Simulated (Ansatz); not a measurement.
# C3H7FO2: one species, many methods

An exercise on one series of results from a longer session: the logs are not shown, and one member is left open.

Method: functionals in def2-TZVPP, the program's frozen cores in correlated methods; program: Ansatz 0.2.0, Gaussian basis.

Levels to be run: PBE-D4, r2SCAN-D4, PBE0-D4, B3LYP-D4, ωB97X-V, ωB97M-V, B2PLYP; CCSD(T)/def2-TZVPP; MP2/def2-QZVPP; extrapolation to the limit.

## The geometry

An earlier PBE0-D4 in a triple-zeta def2 set relaxation fixed the geometry.

SMILES `COC(C)(O)F`, 13 atoms, charge 0, spin multiplicity 1.

Atoms are counted from 1 here; the program's logs count them from 0.

Bond lengths: C1–O2 1.411 Å, C1–H7 1.089 Å, C1–H8 1.095 Å, C1–H9 1.094 Å, O2–C3 1.387 Å, C3–C4 1.507 Å, C3–O5 1.375 Å, C3–F6 1.372 Å, C4–H10 1.089 Å, C4–H11 1.089 Å, C4–H12 1.089 Å, O5–H13 0.965 Å. Angles: O2–C1–H7 106.4°, O2–C1–H8 111.6°, O2–C1–H9 111.6°, H7–C1–H8 108.7°, H7–C1–H9 109.2°, H8–C1–H9 109.3°, C1–O2–C3 115.6°, O2–C3–C4 115.2°, O2–C3–O5 112.0°, O2–C3–F6 102.7°, C4–C3–O5 108.9°, C4–C3–F6 108.8°, O5–C3–F6 108.8°, C3–C4–H10 108.8°, C3–C4–H11 109.3°, C3–C4–H12 110.7°, H10–C4–H11 109.5°, H10–C4–H12 108.6° and more.

Set-up of the first run:

The input, in.yaml:

```yaml
crystal:
  periodic: [false, false, false]
  atoms:
    - {symbol: C, position_ang: [-0.759112, -1.484370, 0.063819]}
    - {symbol: O, position_ang: [-0.903939, -0.226636, 0.687114]}
    - {symbol: C, position_ang: [-0.139288, 0.799112, 0.151918]}
    - {symbol: C, position_ang: [1.348314, 0.556468, 0.149940]}
    - {symbol: O, position_ang: [-0.539405, 1.128803, -1.122134]}
    - {symbol: F, position_ang: [-0.415391, 1.850288, 0.989117]}
    - {symbol: H, position_ang: [-1.562940, -2.111494, 0.446728]}
    - {symbol: H, position_ang: [0.199430, -1.950931, 0.314014]}
    - {symbol: H, position_ang: [-0.850505, -1.407889, -1.023945]}
    - {symbol: H, position_ang: [1.853276, 1.470456, -0.159141]}
    - {symbol: H, position_ang: [1.670128, 0.284054, 1.154428]}
    - {symbol: H, position_ang: [1.608843, -0.237703, -0.548692]}
    - {symbol: H, position_ang: [-1.489113, 1.295140, -1.088166]}
basis:
  gaussian: {orbitals: def2-TZVPP}
hamiltonian: {xc: pbe, dispersion: d4}
output: {forces: true, orbitals: {seedname: orbitals}}
```

Launch:

```console
> ansatz run in.yaml --threads 2 --pin off --events-out ev --progress --plain --max-ram 22528MiB --backend cuda --devices 0, --max-vram 18GiB
```

Steps of the session up to this table: PBE-D4 (GGA); r2SCAN-D4 (meta-GGA); PBE0-D4 (hybrid); B3LYP-D4 (hybrid); ωB97X-V (range-separated); ωB97M-V (range-separated); B2PLYP (double hybrid); CCSD(T) in def2-TZVPP; MP2 in def2-QZVPP.

One of the session's tables, all rows but one given; the rest of the session is left out.

```
            method  atomisation energy (eV)
            PBE-D4                   54.559
         r2SCAN-D4                   53.309
           PBE0-D4                   53.272
          B3LYP-D4                   52.973
           ωB97X-V                   53.242
           ωB97M-V                   53.323
            B2PLYP                   52.527
     HF/def2-TZVPP                        ?
    MP2/def2-TZVPP                   52.969
   CCSD/def2-TZVPP                   50.974
CCSD(T)/def2-TZVPP                   51.818
           MP2/CBS                   54.322
       CCSD(T)/CBS                   53.170
```

Q: Estimate the row for HF/def2-TZVPP from the others.

**Answer.** atomisation energy (eV): 37.731. In the column «atomisation energy (eV)» it is the lowest.

To keep in mind: Free atoms (3 C, 2 O, 1 F, 7 H) were run apart at each level; the atomisation energy is their sum less the molecule, without zero-point or spin-orbit terms.
